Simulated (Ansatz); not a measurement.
Ideal-gas functions of C2H6Si, SMILES `CC[SiH]` at 500 K and 1 bar, from an Ansatz frequency run at PBE0-D4/def2-TZVP.

Molar mass 58.16 g/mol, point group C1 (symmetry number 1), electronic degeneracy 1, moments of inertia 16.632, 100.353, 109.812 u Å². Harmonic wavenumbers (cm⁻¹, unscaled): 173, 195, 286, 483, 624, 816, 896, 996, 1060, 1215, 1266, 1402, 1411, 1487, 1497, 2003, 2915, 3042, 3070, 3106, 3126.

Use S(trans) = R[1.5 ln M + 2.5 ln T − 1.1517]; rotational temperatures θ = 24.2544 K / I; S(rot) = R[ln(√π/σ · √(T³/θAθBθC)) + 1.5]; for each mode x = 1.438777 ν̃/T, S = R[x/(eˣ − 1) − ln(1 − e⁻ˣ)] and H = RT x/(eˣ − 1); 1 cm⁻¹ = 0.0119627 kJ/mol; R = 8.31446 J/(mol·K).

**Question.** By hand: the entropy, in J/(mol·K).

**Answer.** Translation 170.3. Rotation: θ = 1.4583, 0.2417, 0.2209 K, giving 105.3. Vibration, mode by mode: 14.20, 13.23, 10.17, 6.22, 4.48, 2.90, 2.42, 1.93, 1.66, 1.16, 1.03, 0.75, 0.74, 0.62, 0.60, 0.18, 0.02, 0.01, 0.01, 0.01, 0.01, in all 62.3. Electronic 0.0. Sum 337.9 J/(mol·K).

**Question.** By hand: H − E and G − E in kJ/mol, counted from the electronic energy.

**Answer.** Zero-point energy ½ × 31069 × 0.0119627 = 185.8; thermal vibration 17.7; translation, rotation and pV give 4 RT = 16.6. H − E = 220.1 kJ/mol, and G − E = 220.1 − 500 × 337.9/1000 = 51.2 kJ/mol.

Vibration gives 18 % of the entropy. The sum counts one conformer and one mirror image; others add a mixing term.
